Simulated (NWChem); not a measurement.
**CAM-B3LYP/cc-pVDZ (density fitting with weigend coulomb fitting) run of BOF (fluoro(oxo)borane)**

What is the vertical ionisation energy of BOF (fluoro(oxo)borane) at CAM-B3LYP/cc-pVDZ (density fitting with weigend coulomb fitting)? 

Program for the calculation: NWChem 7.3.0.

## (1) Starting point

BOF has 3 atoms, charge 0, and is taken as a singlet. SMILES: `O=BF`. The shape is that of a PBE0-D4/def2-TZVP optimisation.

Bond lengths: O1–B2 1.206 Å, B2–F3 1.282 Å. Angles: O1–B2–F3 180.0°.

## (2) The energy at CAM-B3LYP/cc-pVDZ (density fitting with weigend coulomb fitting)

run.nw reads:

```
start run
title "BFO"
memory total 2200 mb

geometry units angstrom noautosym nocenter noautoz
  O     0.983100   -0.565100    0.479900
  B     0.020300   -0.011600    0.009900
  F    -1.003400    0.576800   -0.489800
end

basis spherical bse
  * library cc-pVDZ
end

basis "cd basis" spherical
  * library "weigend coulomb fitting"
end

dft
  xc xcamb88 1.00 lyp 0.81 vwn_5 0.19 hfexch 1.00
  cam 0.33 cam_alpha 0.19 cam_beta 0.46
  grid fine
  convergence energy 1e-08
  direct
  iterations 100
  mulliken
  print low
end

task dft energy
```

Started as:

```console
$ nwchem run.nw > run.out
```

Standard output, cut to the lines that bear on the results:

```text
[...]
 d= 0,ls=0.0,diis     1   -199.8199759325 -2.51D+02  2.81D-02  9.95D-01     0.4
[...]
 d= 0,ls=0.0,diis     8   -199.9457894532 -8.02D-09  3.84D-06  1.68D-07     2.3
         Total DFT energy =     -199.945789453228
      One electron energy =     -377.635610885931
           Coulomb energy =      149.347325598482
    Exchange-Corr. energy =      -23.096458021340
 Nuclear repulsion energy =       51.438953855561
[...]
      Total Density - Mulliken Population Analysis
     ---------------------------------------------
    Atom       Charge   Shell Charges
 -----------   ------   -------------------------------------------------------
    1 O    8     8.09   2.01  0.86  0.78  2.82  1.60  0.02
    2 B    5     4.88   2.02  0.54  0.13  1.58  0.32  0.29
    3 F    9     9.03   2.01  0.90  0.91  3.37  1.84  0.01
[...]
```

It took 2.9 s on 1 thread of Intel Xeon 6975P-C (Granite Rapids), shared host; peak memory 0.11 GiB.

## (3) The doublet cation, same level

bfo.nw reads:

```
start bfo
title "BFO"
memory total 2200 mb
charge 1

geometry noautosym nocenter noautoz
   O        0.983100      -0.565100       0.479900
   B        0.020300      -0.011600       0.009900
   F       -1.003400       0.576800      -0.489800
end

basis "ao basis" spherical bse
   * library cc-pVDZ
end

basis "cd basis" spherical
   * library "weigend coulomb fitting"
end

dft
   xc xcamb88 1.00 lyp 0.81 vwn_5 0.19 hfexch 1.00
   cam 0.33 cam_alpha 0.19 cam_beta 0.46
   mult 2
   grid fine
   convergence energy 1e-08
   direct
   maxiter 100
   mulliken
   print low
end

task dft energy
```

Started as:

```console
$ nwchem bfo.nw > bfo.out
```

Standard output, cut to the lines that bear on the results:

```text
[...]
 d= 0,ls=0.0,diis     1   -199.2646435984 -2.51D+02  1.56D-02  5.32D-01     0.5
[...]
 d= 0,ls=0.0,diis    11   -199.4553743109 -1.47D-09  1.34D-07  1.71D-10     3.9
[...]
         Total DFT energy =     -199.455374310906
      One electron energy =     -369.360882295876
           Coulomb energy =      141.179888563819
    Exchange-Corr. energy =      -22.713334434410
 Nuclear repulsion energy =       51.438953855561
[...]
      Total Density - Mulliken Population Analysis
     ---------------------------------------------
    Atom       Charge   Shell Charges
 -----------   ------   -------------------------------------------------------
    1 O    8     7.63   2.01  0.92  0.79  2.72  1.17  0.02
    2 B    5     4.54   2.02  0.58  0.10  1.45  0.12  0.28
    3 F    9     8.83   2.01  0.92  0.90  3.32  1.67  0.01
[...]
      <S2> =      0.7532 (Exact =     0.7500)
[...]
```

Run time: 4.5 s. Hardware: 1 thread of Intel Xeon 6975P-C (Granite Rapids), shared host; peak memory 0.11 GiB.

## (4) What came out

At CAM-B3LYP/cc-pVDZ (density fitting with weigend coulomb fitting):

| quantity | value |
| --- | --- |
| singlet BOF: total energy | -199.94579 Eh |
| doublet cation: total energy | -199.45537 Eh |
| doublet cation: ⟨S²⟩ | 0.753 |
| vertical ionisation energy (to the doublet cation) | 13.345 eV |

**Reading.** The vertical ionisation energy comes to 13.34 eV (1288 kJ/mol). Mulliken charges (doublet cation) run from +0.17 on F3 to +0.46 on B2.
